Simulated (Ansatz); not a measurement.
Molecule: C5H4N, charge 0, multiplicity 2. It need not be the lowest isomer of its formula. SMILES: [c]1ccncc1
Structure (B3LYP-D3(BJ)/def2-TZVP (Ansatz, a program for electronic structure) minimum search):
```xyz
10

N      0.0016     0.0012     1.3386
C     -0.0016    -0.0013    -1.3845
C      0.0045     1.1418     0.6558
C     -0.0030    -1.1406     0.6579
C     -0.0049    -1.2083    -0.7420
C      0.0031     1.2070    -0.7443
H      0.0083     2.0587     1.2370
H     -0.0053    -2.0564     1.2408
H     -0.0086    -2.1632    -1.2507
H      0.0056     2.1609    -1.2547
```
Charge 0, spin multiplicity 2.

Property: atomisation energy (electronic, to ground-state atoms), in kJ/mol. Correlated levels leave the core frozen unless marked. Open shells are spin-unrestricted. No spin-orbit coupling. No relativistic terms. The coupled-cluster limit lacks core correlation, which all-electron functionals hold. CBS(X,Y): correlation extrapolated as X^-3; Hartree-Fock from the larger set. [CCSD(T)-MP2]/basis is that difference in the basis named.

```tsv
level	program	atomisation energy (kJ/mol)
HF/STO-3G	Ansatz	3766.9
SVWN5/def2-TZVPD	Ansatz	5504.6
```

The program attaches cautions to a run behind HF/STO-3G: large difference.

Task: Estimate the value at RI-MP2/CBS(cc-pVTZ,cc-pVQZ)+[CCSD(T)-MP2]/cc-pVDZ as computed with Ansatz.

Result: 4648.6 kJ/mol
